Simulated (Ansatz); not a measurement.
Ansatz (a first-principles code) input:

Ansatz 0.2 input:
```yaml
crystal:
  periodic: [false, false, false]
  atoms:
    - {symbol: P, position_ang: [0.00293147, 0.00160888, 0.12817703]}
    - {symbol: H, position_ang: [-0.00384980, 1.18388197, -0.65609339]}
    - {symbol: H, position_ang: [1.01199153, -0.61366513, -0.65676338]}
    - {symbol: H, position_ang: [-1.05211382, -0.59435001, -0.60979871]}
basis:
  gaussian:
    orbitals: def2-TZVP
magnetization: {spin_polarized: false}
correlation: {method: mp2, electrons: outside_noble_gas}
relax: {f_tol: 0.003, max_steps: 100}
```

**Question.** What final total energy does it print?

**Answer.** -342.64218 Eh (MP2/def2-TZVP). The basis has 55 functions.
